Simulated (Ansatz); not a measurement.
Total energies of `[SiH3][SiH2]S`.

Z-matrix (Å, degrees):
```
Si
Si 1 2.338
H 1 1.487 2 109.5
H 1 1.486 2 110.0 3 119.9
H 1 1.486 2 110.0 3 -119.8
S 2 2.143 1 106.2 3 -179.6
H 2 1.488 1 110.6 3 60.1
H 2 1.488 1 110.7 3 -59.3
H 6 1.344 2 95.4 1 -179.6
```

Charge 0, multiplicity 1. Geometry: relaxed with PBE0-D4/def2-TZVP. It is one conformer, not always the lowest. Basis def2-TZVPP, the Gaussian-basis code of Ansatz.

RPA on PBE orbitals: Hartree–Fock energy of these orbitals -978.89662 Eh, correlation -0.83354 Eh (frozen core).

| functional | energy without D4 (Eh) | D4 term (kJ/mol) |
| --- | --- | --- |
| PBE | -980.34764 | -19.7 |
| BLYP | -980.80927 | -42.4 |
| B97M-V | -980.58442 | – |
| PBE0 | -980.44463 | -16.9 |
| B3LYP | -980.89903 | -32.2 |
| r2SCANh | -980.74422 | -5.0 |
| r2SCAN0 | -980.73836 | -5.6 |
| HSE06 (plane-wave form) | -980.42321 | -15.9 |
| BHLYP | -980.82867 | -27.4 |
| CAM-B3LYP | -980.84960 | -17.4 |
| LC-ωPBE | -980.53988 | – |
| ωB97X-V | -980.68171 | – |
| ωB97M-V | -980.74690 | – |
| PBE-QIDH | -980.18853 | – |

Q: Give the same for LDA (SPW92), revPBE, r2SCAN, B2PLYP. (An estimate is asked.)

A: The calculation gave: 
```
 functional  energy without D4 (Eh)  D4 term (kJ/mol)
LDA (SPW92)              -977.08142                 –
     revPBE              -980.63860             -52.4
     r2SCAN              -980.74868              -4.6
     B2PLYP              -980.45499                 –
```

B3LYP takes the VWN-RPA correlation (the form of Gaussian; ORCA's B3LYP/G). HSE06 is the plane-wave form, built on full-range PBE exchange. The double hybrids freeze the cores in their second-order part.

LC-ωPBE has ω = 0.4 bohr⁻¹.
